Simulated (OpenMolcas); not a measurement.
# One shape, several levels: HS (SMILES [SH])

We compute a comparison of 6 runs (UB3LYP/3-21G, UM06-2X/3-21G, UPBE/3-21G, USVWN5/3-21G, ROMP2/3-21G, ROCCSD(T)/3-21G) of HS. 

The results are computed with OpenMolcas 26.06.

2 further runs of the same task are left out: 2 set aside as unsound or not needed.

### Step 1. Starting point

HS has 2 atoms, charge 0, and is taken as a doublet. SMILES: `[SH]`. The S1–H2 distance was set to 1.995 Å, away from the relaxed value.

Bond lengths: S1–H2 1.995 Å.

### Step 2. A single-point energy at UB3LYP/3-21G (run 1)

calc.inp

```
* HS Kohn-Sham DFT
&GATEWAY
BasLib=$CurrDir
Coord
2
angstrom
S        1.136061      -0.371353       0.584201
H       -0.568010       0.185670      -0.292090
Basis=3-21G
Group=NoSym
&SEWARD
GridInput
Grid=UltraFine
End of Grid
&SCF
UHF
Spin=2
KSDFT=B3LYP
Thresholds=1e-10 1e-07 1e-07 1e-05
PrOrbitals=1 1
```

The basis set 3-21G is read from a file made from the Basis Set Exchange's data (not shown).

Command:

```sh
$ export MOLCAS_MEM=1860
$ pymolcas calc.inp > calc.log
```

Output:

```text
--- Start Module: gateway ---
[...]
--- Stop Module: gateway /rc=_RC_ALL_IS_WELL_ ---
--- Start Module: seward ---
[...]
      Basis functions           15
--- Stop Module: seward /rc=_RC_ALL_IS_WELL_ ---
--- Start Module: scf ---
[...]
       Convergence after  12 Iterations
[...]
::    Total KS-DFT energy                            -396.7221217770
[...]
      Total spin, S                                     0.5196446916
[...]
      Total electronic charge=   17.000000
      Total            charge=   -0.000000
[...]
      Dipole Moment (debye):
      Origin of the operator (angstrom)=    1.0840   -0.3543    0.5574
                   X= -7.4725E-01               Y=  2.4426E-01               Z= -3.8426E-01           Total=  8.7505E-01
      Quadrupole Moment (debye*angstrom):
[...]
--- Stop Module: scf /rc=_RC_ALL_IS_WELL_ ---
[...]
```

Wall time 3.6 s (1 thread of Intel Xeon Platinum 8488C (Sapphire Rapids), shared host); peak memory 0.37 GiB.

### Step 3. A single-point energy at UM06-2X/3-21G (run 2)

calc.inp

```
>>> EXPORT MOLCAS_PRINT=2

&GATEWAY
 BASLIB=$CurrDir
 COORD
 2
 angstrom
 S        1.136061      -0.371353       0.584201
 H       -0.568010       0.185670      -0.292090
 BASIS=3-21G
 GROUP=NoSym

&SEWARD
 GRIDINPUT
 Grid=UltraFine
 End of Grid

&SCF
 UHF
 SPIN=2
 KSDFT=M062X
 THRESHOLDS=1e-10 1e-07 1e-07 1e-05
 PRORBITALS=1 1
```

The basis set 3-21G is read from a file made from the Basis Set Exchange's data (not shown).

Command:

```sh
$ export MOLCAS_MEM=1860
$ pymolcas calc.inp > calc.log
```

Output:

```text
--- Start Module: gateway ---
[...]
--- Stop Module: gateway /rc=_RC_ALL_IS_WELL_ ---
--- Start Module: seward ---
[...]
      Basis functions           15
--- Stop Module: seward /rc=_RC_ALL_IS_WELL_ ---
--- Start Module: scf ---
[...]
       Convergence after  43 Iterations
[...]
::    Total KS-DFT energy                            -396.6708660831
[...]
      Total spin, S                                     0.5330272242
[...]
      Total electronic charge=   17.000000
      Total            charge=   -0.000000
[...]
      Dipole Moment (debye):
      Origin of the operator (angstrom)=    1.0840   -0.3543    0.5574
                   X= -8.5887E-01               Y=  2.8075E-01               Z= -4.4166E-01           Total=  1.0058E+00
      Quadrupole Moment (debye*angstrom):
[...]
--- Stop Module: scf /rc=_RC_ALL_IS_WELL_ ---
[...]
```

Wall time 9.6 s (1 thread of Intel Xeon Platinum 8488C (Sapphire Rapids), shared host); peak memory 0.37 GiB.

Run 3 isn't shown in full; the table further down has it.

### Step 4. A single-point energy at USVWN5/3-21G (run 4)

calc.inp

```
>>> EXPORT MOLCAS_PRINT=2

&GATEWAY
 BasLib = $CurrDir
 Coord
 2
 angstrom
 S        1.136061      -0.371353       0.584201
 H       -0.568010       0.185670      -0.292090
 Basis = 3-21G
 Group = NoSym

&SEWARD
 GridInput
 Grid=UltraFine
 End of Grid

&SCF
 UHF
 Spin = 2
 KSDFT = SVWN5
 Thresholds = 1e-10 1e-07 1e-07 1e-05
 PrOrbitals = 1 1
```

The basis set 3-21G is read from a file made from the Basis Set Exchange's data (not shown).

Command:

```sh
$ export MOLCAS_MEM=1860
$ pymolcas calc.inp > calc.log
```

Output:

```text
--- Start Module: gateway ---
[...]
--- Stop Module: gateway /rc=_RC_ALL_IS_WELL_ ---
--- Start Module: seward ---
[...]
      Basis functions           15
--- Stop Module: seward /rc=_RC_ALL_IS_WELL_ ---
--- Start Module: scf ---
[...]
       Convergence after  11 Iterations
[...]
::    Total KS-DFT energy                            -395.3154871902
[...]
      Total spin, S                                     0.5050335898
[...]
      Total electronic charge=   17.000000
      Total            charge=   -0.000000
[...]
      Dipole Moment (debye):
      Origin of the operator (angstrom)=    1.0840   -0.3543    0.5574
                   X= -9.4798E-01               Y=  3.0987E-01               Z= -4.8748E-01           Total=  1.1101E+00
      Quadrupole Moment (debye*angstrom):
[...]
--- Stop Module: scf /rc=_RC_ALL_IS_WELL_ ---
[...]
```

Run time: 2.6 s. Hardware: 1 thread of Intel Xeon Platinum 8488C (Sapphire Rapids), shared host; peak memory 0.37 GiB.

Run 5 isn't shown in full; the table further down has it.

### Step 5. A single-point energy at ROCCSD(T)/3-21G (run 6)

calc.input

```
* HS CCSD(T)
>>> EXPORT MOLCAS_PRINT=2
&gateway
baslib = $CurrDir
coord
2
angstrom
S        1.136061      -0.371353       0.584201
H       -0.568010       0.185670      -0.292090
basis = 3-21G
group = NoSym
&seward
&scf
uhf
spin = 2
thresholds = 1e-10 1e-07 1e-07 1e-05
prorbitals = 1 1
&rasscf
fileorb = $Project.UnaOrb
spin = 2
nactel = 1 0 0
inactive = 8
ras2 = 1
outorbitals = Canonical
orblisting = Nothing
&motra
jobiph
frozen = 5
&ccsdt
cct
triples = 3
iterations = 80
accuracy = 1e-08
extrapolation = 5 4
```

The basis set 3-21G is read from a file made from the Basis Set Exchange's data (not shown).

Command:

```sh
$ export MOLCAS_MEM=1860
$ pymolcas calc.input > calc.log
```

Output:

```text
--- Start Module: gateway ---
[...]
--- Stop Module: gateway /rc=_RC_ALL_IS_WELL_ ---
[...]
      Basis functions           15
[...]
       Convergence after  26 Iterations
[...]
::    Total SCF energy                               -396.0478055668
[...]
      Total spin, S                                     0.6915622473
[...]
      Number of active orbitals                  1
[...]
      Spin quantum number                      0.5
[...]
      Active orbitals                            1
[...]
      Number of CSFs                             1
[...]
      Number of root(s) required                 1
[...]
      Convergence after  9 iterations
[...]
      printout of CI-coefficients larger than  0.05 for root  1
      energy=    -396.044165
      conf/sym  1     Coeff  Weight
             1  u   1.00000 1.00000
      Natural orbitals and occupation numbers for root  1
      sym 1:   1.000000
      ************************************************************************************************************************
      *                                                    Final results                                                     *
[...]
::    RASSCF root number  1 Total energy:   -396.04416465
[...]
      Total electronic charge=   17.000000
      Total            charge=   -0.000000
[...]
      Dipole Moment (debye):
      Origin of the operator (angstrom)=    1.0840   -0.3543    0.5574
                   X= -8.2567E-01               Y=  2.6989E-01               Z= -4.2459E-01           Total=  9.6688E-01
      Quadrupole Moment (debye*angstrom):
[...]
--- Start Module: motra ---
[...]
      *** WARNING: Default frozen orbitals is overwritten by user input.
      *** Default values:   5
[...]
--- Stop Module: motra /rc=_RC_ALL_IS_WELL_ ---
--- Start Module: ccsdt ---
[...]
      Convergence after                    23  Iterations
      Total energy (diff) :    -396.12269207      -0.00000000
[...]
 METHOD                       : CCSD+T(CCSD)+<T3(1)WT1>+<T3(1)UT2> = CCSD(T)
[...]
       CCSD     =      -396.1226920657948
[...]
--- Stop Module: ccsdt /rc=_RC_ALL_IS_WELL_ ---
[...]
```

Wall time 3.3 s (1 thread of Intel Xeon Platinum 8488C (Sapphire Rapids), shared host); peak memory 0.37 GiB.

### Step 6. The series

| run | level | integration grid | frozen core orbitals | energy (Eh) | dipole moment (D) | HOMO energy (eV) | LUMO energy (eV) | wall time |
| --- | --- | --- | --- | --- | --- | --- | --- | --- |
| 1 | UB3LYP/3-21G | UltraFine | – | -396.722122 | 0.88 | -6.95 | -4.83 | 3.6 s |
| 2 | UM06-2X/3-21G | UltraFine | – | -396.670866 | 1.01 | -8.30 | -3.43 | 9.6 s |
| 3 | UPBE/3-21G | UltraFine | – | -396.525140 | 0.94 | -5.87 | -5.69 | 3 s |
| 4 | USVWN5/3-21G | UltraFine | – | -395.315487 | 1.11 | -6.05 | -5.84 | 2.6 s |
| 5 | ROMP2/3-21G | – | 5 | -396.099667 | – | – | – | 2.7 s |
| 6 | ROCCSD(T)/3-21G | – | 5 | -396.123672 | – | – | – | 3.3 s |

### Step 7. What came out

| quantity | value |
| --- | --- |
| run 6: total energy | -396.12367 Eh |
| run 6: (T) correction | -0.98 mEh |

What this shows: Over runs 1, 2, 3, 4 the dipole moment (its size) runs from 0.88 D (UB3LYP/3-21G) to 1.11 D (USVWN5/3-21G). Totals of different functionals can't be ranked against each other. All runs together took 25 s, the longest 9.6 s.
